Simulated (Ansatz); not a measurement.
Diamond

Level of theory: r²SCAN-D4 (PAW; Ansatz, a first-principles code).

Settings: plane-wave cutoff 560 eV, 16×16×16 k mesh, Fermi–Dirac smearing 0.01 eV, scalar-relativistic PAW data made under PBE.

Cell: relaxed at this level.

```
Item                                                     Result
-------------------------------------------  ------------------
equilibrium volume per atom                        5.61 Å³/atom
bulk modulus B0                                         455 GPa
lattice parameter a                                     3.554 Å
band gap                                     4.37 eV (indirect)
smallest direct gap on the k points sampled             5.91 eV
width of the whole s-p valence band                    22.82 eV
pressure derivative B′ of the bulk modulus                  3.7
```

Measured, for comparison: equilibrium volume per atom 5.61 Å³/atom (static lattice: zero-point anharmonic expansion removed; as tabulated in Mejia-Rodriguez and Trickey (2018), arXiv:1807.09216); bulk modulus 455 GPa (0 K value with the zero-point phonon effect removed; as tabulated in Mejia-Rodriguez and Trickey (2018), arXiv:1807.09216); lattice constant a 3.553 Å (static lattice: zero-point anharmonic expansion removed, our sources range from 3.543 to 3.555; as tabulated in Mejia-Rodriguez and Trickey (2018), arXiv:1807.09216). Computed (rounded) less measured: equilibrium volume per atom 0.0 %, bulk modulus 0.0 %, lattice constant a 0.0 % (inside the range of the sources held).

Cost on a shared machine: around 60 core-seconds (rough).
